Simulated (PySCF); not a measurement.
A structure optimised at PBE0-D3(BJ)/def2-TZVP, used in a PySCF frequency run:

```xyz
7

C      0.0000     0.0000     1.2993
C      0.0000     0.0000     0.0000
C      0.0000     0.0000    -1.2993
H      0.6566    -0.6566     1.8603
H     -0.6566     0.6566     1.8603
H      0.6566     0.6566    -1.8603
H     -0.6566    -0.6566    -1.8603
```

Task: Write its SMILES, formula and point group.

Result: C=C=C, C₃H₄, D2d

Task: What are its rotational constants (standard atomic weights)?

Result: 145.35, 8.9856, 8.9856 GHz
